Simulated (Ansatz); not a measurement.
Compare A (`C#CCOC`) with its isomer B (`CC1(O)C=C1`).

Gas-phase electronic energies from Ansatz, PBE0-D4/def2-TZVP geometries. CCSD(T)/CBS is the MP2 limit (def2-TZVPP, def2-QZVPP) plus CCSD(T) − MP2 in def2-TZVPP, frozen cores. Functionals use def2-TZVPP. B3LYP here is the variant with VWN-RPA as its local correlation; programs differ in this. One conformer a species, not always the lowest.

Task: Which isomer does CCSD(T)/CBS put lower? Give the gap. (Best estimate.)

Result: The calculation gave: B, by 5.4 kJ/mol.

Task: Give E(B) − E(A) in kJ/mol with PBE0-D4, ωB97M-V, CCSD(T)/def2-TZVPP, B3LYP, HF/def2-TZVPP, CCSD(T)/def2-SVP, r2SCAN-D4. (An estimate is asked.)

Result: The calculation gave: PBE0-D4 -25.6, ωB97M-V -10.8, CCSD(T)/def2-TZVPP -0.6, B3LYP 6.1, HF/def2-TZVPP 25.0, CCSD(T)/def2-SVP -6.8, r2SCAN-D4 -18.3. The order is the other way round with B3LYP, HF/def2-TZVPP.

Task: Does the order hold for the free energy at 298.15 K (harmonic terms from PBE0-D4)? (An estimate is asked.)

Result: The calculation gave: Yes: G(B) − G(A) = -3.8 kJ/mol, for one conformer each.

Largest T1 diagnostic: 0.011.

From BLYP to BHLYP (50 % exact exchange), in def2-TZVPP and without D4, E(B) − E(A) moves by −6.2 kJ/mol. Leaving LDA and LC-ωPBE aside and taking each functional with its dispersion term where it has one, the values, not all of them listed here, spread over 32.0 kJ/mol, from PBE0-D4 to BLYP-D4. LDA lies −19.4 kJ/mol from PBE without D4.
